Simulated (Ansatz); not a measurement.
**LiH3: from a trial structure to a relaxed crystal**

All numbers below come from DFT PBE, scalar-relativistic, plane waves, PAW in Ansatz. Cutoff 420 eV, Γ-centred k mesh, Gaussian smearing, no spin polarisation in the final step.

The start puts LiH3 on the sites of a reported NdTe3 cell (Cmcm, No. 63), with Li in place of Nd, H in place of Te, at a guessed volume.

```yaml
crystal:
  lattice:
    - [1.34938, -7.88418, 0.00000]
    - [1.34938, 7.88418, 0.00000]
    - [0.00000, 0.00000, 2.67302]
  atoms:
    - { symbol: Li, position: [0.16930, 0.83070, 0.75000] }
    - { symbol: Li, position: [0.83070, 0.16930, 0.25000] }
    - { symbol: H, position: [0.29552, 0.70448, 0.75000] }
    - { symbol: H, position: [0.70448, 0.29552, 0.25000] }
    - { symbol: H, position: [0.57061, 0.42939, 0.75000] }
    - { symbol: H, position: [0.42939, 0.57061, 0.25000] }
    - { symbol: H, position: [0.07053, 0.92947, 0.25000] }
    - { symbol: H, position: [0.92947, 0.07053, 0.75000] }
```

Cell and atoms relax at zero pressure; the relaxation can't lower the symmetry of the start. After a coarse first stage the cell is made exact in the group found at 0.06 Å.

The zero of energy is the elements' standard structures at the same level (H₂ as a molecule); no fitted shifts are applied.

Problem. Describe the relaxed structure.

Solution. It keeps Cmcm (No. 63), but not the shape of the type it started on. Conventional cell: a = 2.319 Å, b = 19.072 Å, c = 2.314 Å. Li has 4 H at 1.72 Å; H on Wyckoff site c (2 atoms of the primitive cell) is coordinated by 4 Li at 1.72 Å; H on Wyckoff site c (2 atoms of the primitive cell) is coordinated by 4 H at 1.64 Å; around H on Wyckoff site c (2 atoms of the primitive cell) lie 4 H at 1.64 Å.

Space group Cmcm (No. 63). a = 2.319 Å, b = 19.072 Å, c = 2.314 Å, α = 90.00°, β = 90.00°, γ = 90.00°
```
atom site symmetry x y z
  Li    4c m2m  0.5000  0.3436  0.2500
   H    4c m2m  0.5000  0.1838  0.2500
   H    4c m2m  0.0000  0.4430  0.2500
   H    4c m2m  0.5000  0.4427  0.7500
```

Problem. What are its volume, energy, density and gap?

Solution. The volume per atom is 6.4 Å³. The density is 0.6 g/cm³. The energy over the elements is 0.55 eV/atom and the gap on the 16×16×16 mesh is 0 eV (a metal).

The final run used a 16×16×16 mesh on its 8-atom cell and 0.10 eV smearing. For metals, differences of a few meV/atom aren't resolved. No dispersion correction is applied, so the spacing between layers, chains or molecules is poorly fixed, and with it the volume and density. A structure relaxed within its symmetry needn't be a true minimum. The steps took about 5 core-minutes in all.